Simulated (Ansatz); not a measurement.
**CH₃S+ (triplet): the correlation ladder, cc-pVDZ**

One table from this session's results is given with a row withheld; the runs are named, their logs left out.

Computed with Ansatz 0.2.0, Gaussian basis. Level: cc-pVDZ, core rule «outside noble gas», up to 6 orbitals frozen.

To be run: UHF; CCSD(T) on ROHF; CCSD(T) on UHF; BCCD(T) on ROHF; CISD as a restricted active space (open shells left free, so some higher excitations enter); CCSDT(Q) on ROHF; CCSDT(Q) on UHF; CASSCF and NEVPT2, 12 electrons in 11 orbitals.

19 further runs of the same task are left out: 10 that didn't finish, 9 set aside as unsound or not needed. Runs told in other sessions of the task aren't counted.

## The geometry

The geometry is a PBE0/def2-TZVP stationary point (not a proven minimum) of the parent state, kept for this charge and spin.

5 atoms, charge 1, spin multiplicity 3.

Atoms are counted from 1 here; the program's logs count them from 0.

Bond lengths: C1–S2 1.707 Å, C1–H3 1.078 Å, C1–H4 1.079 Å, S2–H5 1.342 Å. Angles: S2–C1–H3 122.0°, S2–C1–H4 116.9°, H3–C1–H4 121.1°, C1–S2–H5 98.1°.

The first run:

in.yaml

```yaml
crystal:
  periodic: [false, false, false]
  atoms:
    - {symbol: C, position_ang: [0.000000, 0.049608, 1.179588]}
    - {symbol: S, position_ang: [0.000000, -0.061689, -0.524179]}
    - {symbol: H, position_ang: [0.000000, 0.998979, 1.690196]}
    - {symbol: H, position_ang: [0.000000, -0.879228, 1.728954]}
    - {symbol: H, position_ang: [0.000000, 1.251603, -0.799831]}
basis:
  gaussian: {orbitals: cc-pVDZ}
total_charge: 1
magnetization: {spin_polarized: true, initial_magnetization: 2}
hamiltonian: {xc: hf}
output: {orbitals: {seedname: orbitals}}
```

The run is started by

```sh
$ ansatz run in.yaml --threads 1 --pin off --events-out ev --progress --plain --max-ram 2393MiB
```

Among the steps run: UHF; CCSD(T) on ROHF; CCSD(T) on UHF; BCCD(T) on ROHF; CISD as a restricted active space (open shells left free, so some higher excitations enter); CCSDT(Q) on ROHF; CCSDT(Q) on UHF; CASSCF and NEVPT2, 12 electrons in 11 orbitals.

One table of the session follows, with a row left open; its other results are not shown here.

| method | from UCCSDT(Q) (meV) |
| --- | --- |
| ROHF | +7399.3 |
| UHF | +7147.7 |
| RMP2 | +1218.8 |
| UMP2 | +1239.6 |
| CISD | +729.3 |
| RCCSD | +199.5 |
| UCCSD | +194.9 |
| RCCSD(T) | ? |
| UCCSD(T) | +33.4 |
| BCCD(T) | +33.9 |
| RCCSDT | +10.1 |
| UCCSDT | +9.1 |
| RCCSDT(Q) | +0.9 |
| UCCSDT(Q) | 0 |
| CASSCF valence | +5165.1 |
| NEVPT2 valence | +1121.7 |

Q: Estimate the row for RCCSD(T) from the others.

**Answer.** from UCCSDT(Q) (meV): +34.0. In the column «from UCCSDT(Q) (meV)» it lies between BCCD(T) (+33.9) and UCCSD (+194.9).

Caveats from the session: Restricted and unrestricted rows rest on different reference determinants; a gap between their highest levels can come from leftover correlation error, from unlike frozen cores or from another state.
